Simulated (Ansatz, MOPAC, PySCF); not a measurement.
Barrier height from HN2 (SMILES [N]=N) to the transition structure HN2, without zero-point energy, on the benchmark's geometries as Psi4's copy of the set gives them.
Transition structure (charge 0, multiplicity 2):
```xyz
3

N      0.00000     0.00000     0.00000
N      1.12281     0.00000     0.00000
H      1.78433     1.26845     0.00000
```

Open shells are unrestricted; no spin–orbit coupling.

Correlated levels freeze the cores. The state that PM6 reach isn't checked.

Programs: Ansatz (a quantum-chemistry and plane-wave program) with Gaussian orbitals; MOPAC for PM6 (differences of heats of formation); PySCF for M06-2X. 

One of these levels gives 23.41 kcal/mol for the barrier height. Which one is it?
A. PM6
B. M06-2X/def2-TZVPPD
C. SCS-MP2/aug-cc-pVTZ
D. HF/cc-pVDZ

A, PM6. The others give 13.18 (HF/cc-pVDZ), 11.01 (M06-2X/def2-TZVPPD), 9.39 (SCS-MP2/aug-cc-pVTZ)

Doubts at one or more of the structures used: a spin-contaminated determinant (SCS-MP2/aug-cc-pVTZ).
